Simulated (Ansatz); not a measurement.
# Sb (Sb, A7 rhombohedral): the cost of one run

Program: Ansatz 0.2.0. Level of theory: DFT BLYP, plane waves (420 eV) with PAW, scalar-relativistic; PBE-made PAW files. These are calculated values, not measurements.

**1. Starting point**

The structure is trigonal, space group R-3m (No. 166). The conventional cell has a = 4.308 Å, b = 4.308 Å, c = 11.274 Å, α = 90.00°, β = 90.00°, γ = 120.00°. Sb (site symmetry 3m) has 3 Sb at 2.90 Å as nearest neighbours.

As a file:

```cif
data_structure
_symmetry_space_group_name_H-M 'P 1'
_symmetry_Int_Tables_number 1
_cell_length_a 4.5066
_cell_length_b 4.5066
_cell_length_c 4.5066
_cell_angle_alpha 57.108
_cell_angle_beta 57.108
_cell_angle_gamma 57.108
_cell_volume 60.41
loop_
_atom_site_label
_atom_site_type_symbol
_atom_site_fract_x
_atom_site_fract_y
_atom_site_fract_z
_atom_site_occupancy
Sb1 Sb 0.23300 0.23300 0.23300 1
Sb2 Sb 0.76700 0.76700 0.76700 1
```

**2. Relaxation of the cell**

Contents of input.yaml:

```yaml
crystal:
  lattice:
    - [2.1540983456, 1.2436692597, 3.7580152782]
    - [-2.1540983456, 1.2436692597, 3.7580152782]
    - [0.0, -2.4873385193, 3.7580152782]
  atoms:
    - { symbol: Sb, position: [0.233, 0.233, 0.233] }
    - { symbol: Sb, position: [0.767, 0.767, 0.767] }
hamiltonian:
  xc: blyp
  pseudopotentials:
    kind: paw
    azcp:
      Sb: "pseudopotentials/Sb.paw.azcp"
basis:
  ecutwfc: 420
  fft_grid_basis: typed
kpoints:
  mp_grid: { grid: [9, 9, 9], shift: [0, 0, 0] }
magnetization:
  spin_polarized: false
scf:
  occupations: { method: fermi_dirac, width: 0.1 }
relax:
  max_steps: 60
  f_tol: 0.01
  cell: {}
```

What time and memory should one allow on 1 thread of an x86-64 CPU, shared host?

About 9.1 min, with a peak of 0.82 GiB.
